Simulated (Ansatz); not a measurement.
What a trial cell of MgO3 relaxes into

All numbers below come from DFT PBE, scalar-relativistic, plane waves, PAW (Ansatz). Cutoff 420 eV, Γ-centred k mesh, Gaussian smearing, collinear spin, first started from parallel moments.

The start puts MgO3 on the Cu3Au (L1_2) structure type (Pm-3m, No. 221), with Mg in place of Au, O in place of Cu, at a guessed volume.

```
Mg O
1.0
     3.43010    0.00000    0.00000
     0.00000    3.43010    0.00000
     0.00000    0.00000    3.43010
Mg O
1 3
Direct
  0.00000 0.00000 0.00000
  0.00000 0.50000 0.50000
  0.50000 0.00000 0.50000
  0.50000 0.50000 0.00000
```

Cell and atoms relax at zero pressure; the relaxation can't lower the symmetry of the start. After a coarse first stage the cell is made exact in the group found at 0.06 Å.

Formation energies are uncorrected and refer to the elements' standard structures at the same level (O₂ as a molecule).

(1) What does it relax into?

(2) What are its volume, energy, gap and moment?

Answers

(1) It keeps Pm-3m (No. 221). The result has the Cu3Au (L1_2) structure. Conventional cell: a = 3.383 Å. Mg is coordinated by 12 O at 2.39 Å; around O lie 4 Mg at 2.39 Å and 8 O at 2.39 Å.

Space group Pm-3m (No. 221). a = 3.383 Å, b = 3.383 Å, c = 3.383 Å, α = 90.00°, β = 90.00°, γ = 90.00°
```
atom site symmetry x y z
  Mg    1a m-3m  0.0000  0.0000  0.0000
   O    3c    4/mm.m  0.0000  0.5000  0.5000
```

(2) The volume per atom is 9.68 Å³ and the density is 3.10 g/cm³. The energy over the elements is -0.05 eV/atom and the gap on the 14×14×14 mesh is 0 eV (a metal). The net moment per atom is 1.00 μB and the largest site moment is 1.32 μB.

The final run used a 14×14×14 mesh on its 4-atom cell and 0.10 eV smearing. The k mesh leaves about 4 meV/atom of noise in metals. Symmetry constrained the relaxation, so the result can be a saddle point.